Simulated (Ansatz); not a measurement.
**Match the barriers**

Saddle point of SiNH9O, closed shell (SiH₄ + H₂O + NH₃ → SiNH₅ ([NH2][SiH3]) + H₂O + H₂; bonds formed: Si1–N7, H2–H8, H6–O9; bonds broken: Si1–H2, H6–N7, H8–O9), PBE0-D4/def2-TZVP structure:

```csv
atom,x (Å),y (Å),z (Å)
Si1,-1.1991,-0.4452,0.0227
H2,-0.1751,0.1575,-1.4423
H3,-0.7494,-1.7781,-0.4489
H4,-1.9343,-0.8239,1.2971
H5,-2.2669,0.2767,-0.7131
H6,1.1240,0.3605,0.3299
N7,0.0900,0.5400,0.9252
H8,0.8179,0.1672,-1.2581
O9,1.9074,0.2657,-0.6916
H10,-0.0975,1.5357,0.8454
H11,0.1022,0.3099,1.9135
H12,2.3807,-0.5659,-0.7798
```

Ansatz 0.2.0; basis: def2-TZVPP, with def2-QZVPP for the basis limit; cores frozen in the correlated methods. Extrapolation: Hartree–Fock as exp(−7.88 √X), correlation as X^−2.97. Four methods, as single points on the PBE0-D4 structures, gave these electronic barriers from the start structure: 132.8, 141.5, 164.0, 257.9 kJ/mol.

(1) The methods were, in alphabetical order, BLYP-D4, HF, MP2, r2SCAN-D4. Which gave which? (A judgement: the text doesn't fix the answer.)

No T1 diagnostic of these runs exceeds 0.012.

Answers

(1) Computed: r2SCAN-D4 132.8; BLYP-D4 141.5; MP2 164.0; HF 257.9 kJ/mol. For comparison, CCSD(T) at an estimated basis limit (MP2 extrapolated from triple and quadruple zeta, plus CCSD(T) − MP2 in triple zeta) gives 172.9 kJ/mol.

Labels in which every atom is bracketed show which atoms are joined, not bond orders.

For scale, one of the runs: CCSD(T)/def2-TZVPP, 230 basis functions, launched by `ansatz run in.yaml --threads 4 --pin off --events-out ev --progress --plain --max-ram 9574MiB`. The run took 110 s on 4 CPU threads of an Intel Xeon (shared host), with 3.9 GiB of host memory at its peak.
